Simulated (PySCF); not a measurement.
Bond length, frequency and bond energy of SiCl by level of theory

State: ²Π (doublet), unpaired electrons π ↑. Set-up: Si 3-21G, Cl 3-21G; no relativity (PySCF 2.14). De refers to Si + Cl in their high-spin ground configurations, without counterpoise correction. The functionals are run spin-unrestricted. A positive dipole means Si(−)Cl(+).

| Level | Re (Å) | ωe (cm⁻¹) | De (eV) | μ (D) | CPU s a point (SCF and correlation, without the integrals) |
| --- | --- | --- | --- | --- | --- |
| UHF | 2.241 | 434 | 2.16 | -3.48 | 0.032 |
| UHF-MP2 | 2.254 | 428 | 2.97 | n/a | 0.044 |
| UHF-SCS-MP2 | 2.258 | 425 | 2.95 | n/a | n/a |
| UHF-CCSD | 2.262 | 420 | 3.00 | n/a | n/a |
| UHF-CCSD(T) | 2.266 | 418 | 3.06 | n/a | 0.19 |
| LDA | 2.205 | 458 | 4.49 | -1.87 | 0.14 |
| PBE | 2.232 | 440 | 3.93 | -2.03 | 0.24 |
| r²SCAN | 2.224 | 446 | 3.78 | -2.17 | 0.35 |
| PBE0 | 2.216 | 453 | 3.66 | -2.40 | 0.33 |
| r²SCAN0 | 2.214 | 455 | 3.56 | -2.48 | 0.36 |
| M06 | 2.216 | 452 | 3.92 | -2.47 | 0.35 |
| HSE06 | 2.219 | 450 | 3.66 | -2.40 | 0.37 |

(1) Which functional lies closest to UHF-CCSD(T) in De, which farthest, and by how much do they differ from it?

(2) What does the step from GGA to meta-GGA do here, going from PBE to r²SCAN?

(3) What does a quarter of exact exchange do here, going from r²SCAN to r²SCAN0?

Correlated steps freeze 10 core orbitals. Counting both spins, an empty level lies below a filled one in some of these solutions, because spin and occupation are held. 3-21G is very small, so such numbers show the basis as much as the molecule. The state was picked by a PBE0 search and need not be the measured ground state.

The whole job (state search and all levels along the bond) took about 0.56 min on 1 thread of Arm Neoverse V2 (shared host), peak memory 0.34 GiB.

Answers

(1) Closest is r²SCAN0 (-5.2 pm in Re, +8.9 % in ωe, +0.50 eV in De against UHF-CCSD(T) in the same basis), farthest LDA (-6.1 pm in Re, +9.6 % in ωe, +1.43 eV in De). CCSD(T) converges more slowly with the basis than the functionals do and binds too weakly in this one, so the order can change at the basis-set limit.

(2) r²SCAN less PBE: -0.8 pm in Re, +1.4 % in ωe, -0.15 eV in De. 

(3) r²SCAN0 less r²SCAN: -1.0 pm in Re, +2.0 % in ωe, -0.22 eV in De. Exact exchange removes part of the self-interaction that spreads semilocal densities, and in most molecules shortens and stiffens the bond and lowers De; so it does here.
